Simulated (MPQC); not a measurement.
# One shape, several levels: S2 (sulfur dimer)

Wanted: a comparison of 6 runs (UHF/3-21G, UB3LYP/6-31G*, UPBE0/6-31G*, UPBE0/def2-SVP, USVWN5/pcseg-2, OPT2/pc-1) of S2 (sulfur dimer). 

The calculation is run with MPQC 2.3.1.

2 further runs of the same task are left out: 1 that didn't finish, 1 set aside as unsound or not needed.

## Step 1: The structure to begin with

S2: 2 atoms, total charge 0, spin state triplet. SMILES: `S=S`. The bond length is the measured one.

Bond lengths: S1–S2 1.889 Å.

## Step 2: Energy and forces at UHF/3-21G (run 1)

The input, run.in:

```
molecule<Molecule>: (
    symmetry = c1
    unit = angstrom
    { atoms geometry } = {
        S  [ 0.000000     0.000000     0.000000 ]
        S  [ 0.000000     0.000000     1.889200 ]
    }
)
basis<GaussianBasisSet>: (
    name = "3-21G"
    molecule = $:molecule
    basisdir = "."
    puream = yes
)
mpqc: (
    checkpoint = no
    savestate = no
    restart = no
    do_energy = yes
    do_gradient = yes
    optimize = no
    mole<UHF>: (
        molecule = $:molecule
        basis = $:basis
        total_charge = 0
        multiplicity = 3
        memory = 1000000000
        print_evals = yes
        print_npa = yes
        maxiter = 120
        value_accuracy = 1e-08
        guess_wavefunction<UHF>: (
            molecule = $:molecule
            total_charge = 0
            multiplicity = 3
            memory = 1000000000
            value_accuracy = 1e-3
            basis<GaussianBasisSet>: (
                name = "STO-3G"
                molecule = $:molecule
            )
        )
    )
)
```

The basis set 3-21G is read from a file made from the Basis Set Exchange's data (not shown).

Started as:

```sh
$ mpqc run.in > run.out
```

The program printed:

```text
MPQC: Massively Parallel Quantum Chemistry
[...]
  <S^2>      = 2.016126
  total scf energy = -791.0932519318
[...]
Value of the MolecularEnergy: -791.0932519318
  Gradient of the MolecularEnergy:
      1    0.0000000000
      2    0.0000000000
      3    0.0832633974
      4   -0.0000000000
      5   -0.0000000000
      6   -0.0832633974
  Function Parameters:
    value_accuracy    = 3.199230e-09 (1.000000e-08) (computed)
    gradient_accuracy = 3.199230e-07 (1.000000e-06) (computed)
    hessian_accuracy  = 0.000000e+00 (1.000000e-04)
[...]
      symmetry = c1
[...]
      nbasis = 26
[...]
    nalpha = 17
    nbeta = 15
[...]
```

Wall time 0.18 s (1 thread of Arm Neoverse V1, shared host).

## Step 3: Energy and forces at UB3LYP/6-31G(d) (spherical functions) (run 2)

The input, mol.in:

```
% emacs should use -*- KeyVal -*- mode
molecule<Molecule>: (
   symmetry = c1
   unit = angstrom
   { atoms geometry } = {
      S  [ 0.000000     0.000000     0.000000 ]
      S  [ 0.000000     0.000000     1.889200 ]
   }
)
basis<GaussianBasisSet>: (
   name = "6-31G*"
   molecule = $:molecule
   basisdir = "."
   puream = yes
)
mpqc: (
   checkpoint = no
   savestate = no
   restart = no
   do_energy = yes
   do_gradient = yes
   optimize = no
   mole<UKS>: (
      molecule = $:molecule
      basis = $:basis
      total_charge = 0
      multiplicity = 3
      memory = 1000000000
      print_evals = yes
      print_npa = yes
      maxiter = 120
      value_accuracy = 1e-08
      functional<StdDenFunctional>: ( name = "B3LYP" )
      integrator<RadialAngularIntegrator>: ( grid = xfine )
      guess_wavefunction<ExtendedHuckelWfn>: (
         molecule = $:molecule
         total_charge = 0
         multiplicity = 3
         basis<GaussianBasisSet>: (
            name = "STO-3G"
            molecule = $:molecule
         )
      )
   )
)
```

The basis set 6-31G* is read from a file made from the Basis Set Exchange's data (not shown).

Started as:

```sh
$ mpqc -o mol.out mol.in
```

The program printed:

```text
MPQC: Massively Parallel Quantum Chemistry
[...]
  USCF::init: total charge = 0
[...]
  Integrated electron density error = 0.000247151017
  iter     1 energy = -745.6039449027 delta = 3.94876e-01
  Integrated electron density error = 0.001006611132
  iter     2 energy = -795.7230171137 delta = 2.81403e-01
[...]
  Integrated electron density error = -0.000000013488
  iter    26 energy = -796.3561054719 delta = 2.65978e-08
  Integrated electron density error = -0.000000013487
  iter    27 energy = -796.3561054719 delta = 1.68784e-08
  Integrated electron density error = -0.000000013488
  iter    28 energy = -796.3561054719 delta = 1.23341e-08
[...]
  <S^2>      = 2.004693
  total scf energy = -796.3561054719
[...]
  Integrated electron density error = -0.000000014906
  Total Gradient:
[...]
Value of the MolecularEnergy: -796.3561054719
  Gradient of the MolecularEnergy:
      1    0.0000000041
      2    0.0000000074
      3    0.0232131312
      4   -0.0000000041
      5   -0.0000000074
      6   -0.0232131312
  Unrestricted Kohn-Sham (UKS) Parameters:
    Function Parameters:
      value_accuracy    = 9.006243e-09 (1.000000e-08) (computed)
      gradient_accuracy = 9.006243e-07 (1.000000e-06) (computed)
      hessian_accuracy  = 0.000000e+00 (1.000000e-04)
[...]
        symmetry = c1
[...]
        nbasis = 36
[...]
      nalpha = 17
      nbeta = 15
[...]
```

It took 12 s on 1 thread of Arm Neoverse V1, shared host.

Runs 3 to 5 aren't shown in full; the table further down has their settings and results.

## Step 4: A single-point energy at OPT2/pc-1 (run 6)

The input, job.in:

```
% S2
molecule<Molecule>: (
   symmetry = auto
   unit = angstrom
   { atoms geometry } = {
      S  [ 0.000000 0.000000 0.000000 ]
      S  [ 0.000000 0.000000 1.889200 ]
   }
)
basis<GaussianBasisSet>: (
   name = "pc-1"
   molecule = $:molecule
   basisdir = "."
   puream = yes
)
mpqc: (
   checkpoint = no
   savestate = no
   restart = no
   do_energy = yes
   do_gradient = no
   optimize = no
   mole<MBPT2>: (
      molecule = $:molecule
      basis = $:basis
      memory = 1000000000
      method = opt2
      nfzc = 0
      algorithm = v2lb
      reference<HSOSHF>: (
         molecule = $:molecule
         basis = $:basis
         total_charge = 0
         multiplicity = 3
         memory = 1000000000
         print_evals = yes
         maxiter = 100
         guess_wavefunction<HSOSHF>: (
            molecule = $:molecule
            total_charge = 0
            multiplicity = 3
            memory = 1000000000
            value_accuracy = 1e-3
            basis<GaussianBasisSet>: (
               name = "STO-3G"
               molecule = $:molecule
            )
         )
      )
   )
)
```

The basis set pc-1 is read from a file made from the Basis Set Exchange's data (not shown).

Started as:

```sh
$ mpqc job.in > job.out
```

The program printed:

```text
MPQC: Massively Parallel Quantum Chemistry
[...]
   npass  rest  nbasis  nshell  nfuncmax  ndocc  nsocc  nvir  nfzc  nfzv
[...]
  LUMO is     5 B1u =   0.152317
  total scf energy = -795.0166157902
[...]
Value of the MolecularEnergy: -795.2852297176
[...]
        symmetry = d2h
[...]
```

Run time: 2 s. Hardware: 1 thread of Arm Neoverse V1, shared host.

## Step 5: Overview of the runs

```csv
run,level,starting guess,integration grid,energy (Eh),⟨S²⟩,largest force (eV/Å),wall time
1,UHF/3-21G,STO-3G,–,-791.093252,2.016,4.282,0.18 s
2,UB3LYP/6-31G* (spherical functions),huckel STO-3G,xfine,-796.356105,2.005,1.194,12 s
3,UPBE0/6-31G* (spherical functions),3-21G,xfine,-796.045888,2.005,0.570,10 s
4,UPBE0/def2-SVP,STO-3G,xfine,-795.836896,2.005,0.502,10 s
5,USVWN5/pcseg-2,STO-2G,xfine,-793.686611,2.002,0.344,16 s
6,OPT2/pc-1,STO-3G,–,-795.285230,–,–,2 s
```

## Step 6: What came out

```
                 quantity          value
      run 6: total energy  -795.28523 Eh
run 6: correlation energy     -268.6 mEh
```

What this shows: Totals of different functionals can't be ranked against each other. All runs together took 51 s, the longest 16 s.
